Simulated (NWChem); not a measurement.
System: PH2, doublet; SMILES [PH2]

NWChem input:

```
start job
memory heap 200 mb stack 900 mb global 1100 mb
geometry units angstroms noautoz
  P      0.000000     0.000000     0.133344
  H      1.025701     0.000000    -0.867392
  H     -1.025701     0.000000    -0.867392
end
basis spherical
  * library def2-svp
end
dft
  odft
  mult 2
  xc xpbe96 cpbe96
  iterations 150
  mulliken
end
task dft energy
```

In the optimisation the excess spin sits in b2 (C2v, its own frame). Structure relaxed at the PBE0/def2-SVP, spin-unrestricted level. No stability test was run on the SCF state.

Problem. Give the results of this calculation. (PBE/def2-SVP, spin-unrestricted.) Quantities: energy (Ha); highest occupied level (eV); lowest empty minus highest occupied level, either spin (eV); dipole (D); <S²>.

Solution. 
```json
{
 "energy (Ha)": "-342.23",
 "highest occupied level (eV)": "-5.86",
 "lowest empty minus highest occupied level, either spin (eV)": "1.92",
 "dipole (D)": "0.79",
 "<S²>": "0.754"
}
```
